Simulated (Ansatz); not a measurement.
Cost and result for the atomization energy of `CC(O)(F)CF` (12 atoms, 11 bonds).

```xyz
12

C    -0.418   -1.211   -0.063
C    -0.270    0.267    0.201
O    -1.095    1.055   -0.574
F    -0.576    0.476    1.541
C     1.129    0.803   -0.037
F     2.048    0.071    0.676
H    -0.212   -1.427   -1.112
H     0.272   -1.776    0.562
H    -1.438   -1.523    0.174
H    -1.983    0.686   -0.559
H     1.372    0.735   -1.100
H     1.171    1.844    0.291
```

Total charge 0; spin multiplicity 1. All single points use the PBE0-D4/def2-TZVP geometry. It is one conformer, not always the lowest. Program: Ansatz. All runs use 4 threads of a server CPU on a shared host. Times are those of one run each, without the atoms' runs, and a repeat can differ threefold. Electronic energies, without spin–orbit coupling; frozen cores. CCSD(T)/CBS adds CCSD(T) − MP2 in def2-TZVPP to the MP2 limit, and its time is that of the two runs behind it. T1 = 0.011. B3LYP takes the VWN-RPA correlation (the form of Gaussian; ORCA's B3LYP/G).

CCSD(T)/CBS is a level of theory with its own doubt, some kJ/mol a heavy atom from the limit and from the frozen cores, so smaller differences don't rank the functionals.

```tsv
level	functions	wall time	atomization (kJ/mol)	difference from CCSD(T)/CBS	per bond
PBE-D4/def2-TZVPP (with forces)	270	3.1 s	4881.6	131.7	12.0
PBE0-D4/def2-TZVPP	270	3.5 s	4764.5	14.6	1.3
B3LYP-D4/def2-TZVPP (with forces)	270	5.5 s	4731.4	-18.5	-1.7
r2SCAN-D4/def2-TZVPP (with forces)	270	6 s	4762.5	12.6	1.1
B2PLYP/def2-TZVPP	270	7 s	4694.3	-55.6	-5.1
ωB97X-V/def2-TZVPP	270	9 s	4757.2	7.3	0.7
ωB97M-V/def2-TZVPP (with forces)	270	14 s	4762.8	12.9	1.2
MP2/def2-QZVPP	522	29 s	4811.8	61.9	5.6
CCSD(T)/def2-TZVPP	270	6.5 min	4629.4	-120.5	-10.9
CCSD(T)/CBS(def2)	–	6.9 min	4749.9	0.0	0.0
```

In def2-TZVPP, CCSD(T) changes the Hartree–Fock value by +1230.6 kJ/mol (the triples alone add +74.7 kJ/mol) and MP2 by +1342.3 kJ/mol; breaking electron pairs costs correlation energy, which Hartree–Fock lacks. The D4 term adds +31.5 kJ/mol with B3LYP and +16.5 kJ/mol with PBE0; it sums over pairs of atoms, weighted by their polarisabilities, and B3LYP, whose exchange is more repulsive, gets the larger term. From PBE to PBE0 (25 % exact exchange), in def2-TZVPP and without D4, the atomization energy moves by −113.8 kJ/mol: exact exchange takes away binding that semilocal exchange gives to molecules.
